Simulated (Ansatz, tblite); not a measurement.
Cost and result up the ladder for the cluster SiO2 (the lowest singlet isomer of a short search) (3 atoms). Charge 0, multiplicity 1. Geometry: PBE0-D4/def2-TZVP.

```xyz
3

Si    0.000    0.000    0.000
O    -0.845    0.557   -1.115
O     0.845   -0.557    1.115
```

Ansatz on 4 threads of AMD EPYC 7B13 on a shared host; xTB runs through tblite on one thread. Times are rough, summed over both states, and most runs start from the orbitals of an earlier one. PBE-QIDH/def2-TZVP serves as the yardstick here, not as an exact answer. The other state is a triplet at its own geometry.

The xTB rows come from tblite. HSE06 is defined as in plane-wave codes, on full-range PBE exchange. Correlated methods freeze 7 core orbitals. In CCSD on the charge 0 triplet the largest single amplitude is 0.41, so its Hartree–Fock determinant may place the open shell otherwise than the density functionals do. The structure comes from a short search, and lower isomers may exist.

Run but left out: HF/STO-3G, HF/def2-TZVP, HF/def2-TZVPP, MP2/def2-TZVP, MP2/def2-TZVPP (triplet: a determinant that CCSD turns far, T1 0.083).

Correlated methods converge slowly with the basis.

xTB has no spin-polarisation term.

```csv
level,functions,wall time,triplet − singlet (eV),difference from PBE-QIDH/def2-TZVP (eV),remarks
GFN1-xTB,17,0.004 s,4.28,1.47,–
GFN2-xTB,17,0.004 s,5.21,2.41,–
PBE-D4/def2-TZVP,99,0.85 s,2.10,-0.70,–
BLYP-D4/def2-TZVP,99,0.95 s,2.06,-0.74,–
revPBE-D4/def2-TZVP (with forces),99,0.95 s,2.04,-0.76,–
HSE06-D4/def2-TZVP,99,1.2 s,2.19,-0.61,–
RPA@PBE/def2-TZVP,99,1.4 s,2.08,-0.73,–
r2SCAN-D4/def2-TZVP,99,1.9 s,2.07,-0.74,–
PBE0-D4/def2-TZVP,99,1.9 s,2.19,-0.61,–
PBE-QIDH/def2-TZVP,99,1.9 s,2.80,0.00,–
r2SCAN0-D4/def2-TZVP,99,3 s,2.11,-0.69,–
CCSD(T)/def2-TZVPP,104,4.2 s,2.58,-0.23,"large T1 (0.024) (singlet), large T1 (0.083) (triplet)"
```
